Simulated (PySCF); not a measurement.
# Beryllium: a sound run and one with changed settings

Sound run: Be [He] 2s2, Be⁺ [He] 2s1. All numbers are calculated (PySCF 2.14, scalar relativity by spin-free X2C-1e, in jorge-DZP-DKH (4s2p1d, 15 functions)). The sound run starts from symmetry-adapted Hartree-Fock orbitals and uses a fine grid where one is needed.

Changed run: radial step 0.3 in ln r (0.13 in the sound run). This setting is unsound on purpose.

| species | method | sound run (hartree) | changed run (hartree) | converged |
| --- | --- | --- | --- | --- |
| Be | UHF | -14.57420 | -14.57420 | yes |
| Be | M06-2X | -14.66657 | -14.67068 | yes |
| Be | MN15 | -14.65976 | -14.65758 | yes |
| Be⁺ | UHF | -14.27885 | -14.27885 | yes |
| Be⁺ | M06-2X | -14.33352 | -14.33230 | yes |
| Be⁺ | MN15 | -14.33167 | -14.33269 | yes |

Ionisation energy of Be:

| method | sound run (eV) | changed run (eV) |
| --- | --- | --- |
| UHF | 8.037 | 8.037 |
| M06-2X | 9.063 | 9.208 |
| MN15 | 8.928 | 8.841 |

A coarse radial grid mis-integrates the density and the exchange-correlation energy, with errors of either sign; Hartree-Fock needs no grid.

For comparison, NIST gives 9.323 eV between the lowest levels.
